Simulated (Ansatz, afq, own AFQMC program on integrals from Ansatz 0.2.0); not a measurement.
**AlSiH, triplet → AlSiH⁺, quartet**

```tsv
atom	x (Å)	y (Å)	z (Å)
Si	0.0000	0.0000	2.0886
Al	0.0000	0.0000	-0.2449
H	0.0000	0.0000	-1.8437
```

Connectivity, by distances: Si–AlH.

E(quartet, charge +1) − E(triplet, charge +0) at this geometry, on UHF and UHF determinants.

Basis cc-pVDZ. Only valence electrons are correlated. Integrals, coupled cluster, full CI and functionals: Ansatz 0.2.0; the random walks run on the same integrals in our own AFQMC program. The CISD trial takes its coefficients from CCSD amplitudes. Released means that phaseless walkers are propagated on without the constraint, phases kept. ± is one standard error of the sampling. The errors of all members are added in quadrature.

No full CI on the walks' own integrals is used here; CCSDTQ serves as the reference and is uncertain by about the last step of the cluster series. Each member takes its own surest rung, up to full CI.

The best estimate is CCSD(T) at the basis-set limit (CBS: def2-TZVPP and def2-QZVPP, with their diffuse functions for anions and beside diffuse sets, CCSD(T) itself extrapolated) plus the step from CCSD(T) to CCSDTQ in cc-pVDZ. Rows without CBS are in cc-pVDZ, the functionals in def2-TZVP; B2PLYP and the wave-function rows carry a basis error of their own. Core correlation and relativity beyond core potentials are missing, and ± holds the sampling alone.

Cautions: AlSiH (triplet): the released energies are still falling, so no released level is given (meV from the phaseless value at times in 1/Eh: -7 ± 4 at 0.24, -8 ± 4 at 0.51, -14.3 ± 2.4 at 0.99, -19.8 ± 2.1 at 1.62, -25 ± 3 at 2.40), though the last usable value meets CCSDTQ within the noise, its ph-AFQMC/CISD value lies 24 ± 4 meV above CCSDTQ; AlSiH⁺ (quartet): lower spins were not checked, the released energies are still falling, so no released level is given (meV from the phaseless value at times in 1/Eh: -4 ± 3 at 0.24, -7 ± 3 at 0.51, -9.3 ± 2.2 at 0.99, -12.2 ± 2.3 at 1.62, 12 ± 26 at 2.40), full CI with its own frozen core, its ph-AFQMC/CISD value lies 18 ± 3 meV above full CI; this needn't be the first ionization; core correlation is missing, and it shifts such a gap most where an s electron is promoted.

| level | vertical ionization energy (kcal/mol) |
| --- | --- |
| wB97M-V | 192.6 |
| r2SCAN | 189.7 |
| B2PLYP | 190.7 |

(1) From these cheaper values, estimate the vertical ionization energy at the level of the best estimate.

(1) 191.9 kcal/mol (best estimate, highest rung CCSDTQ).

```csv
level,vertical ionization energy (kcal/mol),error against the best estimate (kcal/mol)
HF,164.7,-27.2
MP2,181.8,-10.1
CCSD,184.1,-7.8
CCSD(T),185.1,-6.7
CCSDT,185.2,-6.7
CCSDT(Q),185.3,-6.5
CCSDTQ,185.3,-6.6
ph-AFQMC/CISD,185.2 ± 0.1,-6.7 ± 0.1
HF/CBS,165.0,-26.8
MP2/CBS,188.3,-3.6
CCSD(T)/CBS,191.7,-0.2
PBE,192.0,0.1
PBE0,191.6,-0.2
B3LYP,194.5,2.6
```

Correlation beyond CCSD(T) adds 0.2 kcal/mol. Going to the basis-set limit adds 6.6 kcal/mol at CCSD(T). The perturbative (T) step is worth +1.1 kcal/mol.

Best estimates are given only where the step beyond CCSD(T) is under 0.3 eV and no member's determinant is very poor (T1 over 0.05, or 0.07 for open shells, ⟨S²⟩ too high by 0.3, two states mixed), so the hardest cases are missing from such tables.

The functionals ran in a triple-zeta set and keep a basis error of their own, a few kJ/mol for each bond in atomization energies and more for double hybrids, so close places among them and the extrapolated levels can swap.

CCSDT and higher add their correlation energy to the determinant of the CCSD(T) run, since their own runs factorise the integrals more tightly (a shift of under 2 meV). Each member of a difference takes its own highest rung, so a best estimate needn't equal the limit plus the step of one row. A walk keeps the symmetry of its determinant, which the program's search chose and which needn't be the lowest solution, so a lower state of the same spin and another symmetry isn't excluded.
